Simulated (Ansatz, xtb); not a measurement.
**Two isomers of C2H6O+**

Structure X is the doublet with the links of `[CH2]C[OH2+]` and structure Y is the doublet with the links of `C[CH][OH2+]`. Both are isolated ions in the gas phase, relaxed with PBE0-D3(BJ)/def2-SVP; the shapes shown needn't be the lowest conformers.

X (Å):

```xyz
9

C    -0.4013    1.4993    1.5627
C    -0.8411    0.1111    1.5419
O    -0.1313   -0.6210    0.3391
H     0.6248    1.7473    1.8464
H    -1.0986    2.3069    1.3276
H    -1.9147   -0.0393    1.3734
H    -0.4696   -0.4943    2.3809
H    -0.2652   -0.1891   -0.5275
H    -0.3231   -1.5772    0.2657
```

Y (Å):

```xyz
9

C    -1.4180    0.9457    1.2783
C    -0.0048    0.5761    1.3086
O     0.2859   -0.7408    0.7262
H    -2.0646    0.2122    1.7897
H    -1.5255    1.9043    1.8077
H    -1.7929    1.0945    0.2468
H     0.8520    1.2281    1.1232
H    -0.3847   -1.4312    0.9076
H     1.1897   -1.0804    0.8882
```

**Question.** Estimate which is lower in electronic energy at CCSD(T)/def2-SVP + ΔMP2/def2-TZVPP, and by roughly how much.

**Answer.** The CCSD(T)/def2-SVP + ΔMP2/def2-TZVPP calculation puts structure X lower, by 4.0 kcal/mol.

The same difference at several levels:

```tsv
level	geometry	E(Y) − E(X) (kcal/mol)	departure from the last row (kcal/mol)	job, with rough time for the two
GFN2-xTB	GFN2-xTB	−6.1	−10.1	optimisation, 1.5 s
HF/STO-3G	GFN2-xTB	−7.5	−11.5	single point, 2.3 s
r2SCAN-D4/def2-SVP	GFN2-xTB	+3.1	−0.9	single point, 13 s
PBE0-D3(BJ)/def2-SVP	PBE0-D3(BJ)/def2-SVP	+1.7	−2.4	optimisation, 3 min
HF/def2-SVP	PBE0-D3(BJ)/def2-SVP	+3.6	−0.4	part of the CCSD(T) run
MP2/def2-SVP	PBE0-D3(BJ)/def2-SVP	+2.5	−1.5	part of the CCSD(T) run
CCSD(T)/def2-SVP	PBE0-D3(BJ)/def2-SVP	+3.1	−1.0	single point
CCSD(T)/def2-SVP + ΔMP2/def2-TZVPP	PBE0-D3(BJ)/def2-SVP	+4.0		single point, 53 s
```

As drawn, both hold the same kinds of bond in the same numbers. Structure X has 0 methyl groups, Y 1.

GFN2-xTB, HF/STO-3G put the two in the other order. The largest departure from CCSD(T)/def2-SVP + ΔMP2/def2-TZVPP is that of HF/STO-3G, 11.5 kcal/mol. The last row adds to CCSD(T) the change of the MP2 difference between the two basis sets, here +1.0 kcal/mol.

With harmonic frequencies from PBE0-D3(BJ)/def2-SVP (ideal gas, rigid rotor, one conformer each, 1000 K, 1 atm): on the last row, ΔE + ΔZPE = +4.1, ΔH = +3.8, ΔG = +4.9 kcal/mol.

Open shells are spin-unrestricted. The correlated steps freeze 3 core orbitals. Programs: Ansatz 0.2.0, xtb 6.7.1; the last row on 1 thread of Intel(R) Xeon(R) Processor @ 2.50GHz (Skylake/Cascade Lake) on a shared host.
